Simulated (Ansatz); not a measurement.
Y2Ti: from a trial structure to a relaxed crystal

The calculation used DFT PBE, scalar-relativistic, plane waves, PAW (Ansatz 0.2.0). Cutoff 420 eV, Γ-centred k mesh, Gaussian smearing, no spin polarisation in the final step.

The start is a random cell of Y2Ti with space group I4/mmm (No. 139), drawn with lower limits on the distances.

```yaml
crystal:
  lattice:
    - [-3.23114, 3.23114, 3.91503]
    - [3.23114, -3.23114, 3.91503]
    - [3.23114, 3.23114, -3.91503]
  atoms:
    - { symbol: Y, position: [0.00000, 0.25000, 0.25000] }
    - { symbol: Y, position: [0.00000, 0.75000, 0.75000] }
    - { symbol: Y, position: [0.25000, 0.00000, 0.25000] }
    - { symbol: Y, position: [0.75000, 0.00000, 0.75000] }
    - { symbol: Ti, position: [0.25000, 0.25000, 0.00000] }
    - { symbol: Ti, position: [0.75000, 0.75000, 0.00000] }
```

Cell and atoms relax at zero pressure; the relaxation can't lower the symmetry of the start. After a coarse first stage the cell is made exact in the group found at 0.06 Å.

Energies over the elements count from the elements' standard structures at the same level, with no empirical corrections.

(1) Which crystal results?

(2) What are its volume, energy, density and gap?

Answers

(1) It keeps I4/mmm (No. 139). Conventional cell: a = 7.342 Å, c = 6.359 Å. Around Y lie 1 Y at 2.84 Å, 2 Ti at 3.12 Å and 2 Y at 3.18 Å; Ti is coordinated by 1 Ti at 2.03 Å.

```
Y Ti
1.0
    -3.67096    3.67096    3.17927
     3.67096   -3.67096    3.17927
     3.67096    3.67096   -3.17927
Y Ti
4 2
Direct
  0.00000 0.30654 0.30654
  0.00000 0.69346 0.69346
  0.30654 0.00000 0.30654
  0.69346 0.00000 0.69346
  0.34027 0.34027 0.00000
  0.65973 0.65973 0.00000
```

(2) The volume per atom is 28.56 Å³, the density is 4.37 g/cm³ and the energy over the elements is 0.70 eV/atom. The gap on the 8×8×8 mesh is 0 eV (a metal).

The final run used a 8×8×8 mesh on its 6-atom cell and 0.10 eV smearing. The k mesh leaves about 4 meV/atom of noise in metals. Symmetry constrained the relaxation, so the result can be a saddle point.

Cost: 2 runs of about 2.8 core-minutes in all, on Arm Neoverse V2 (shared hosts).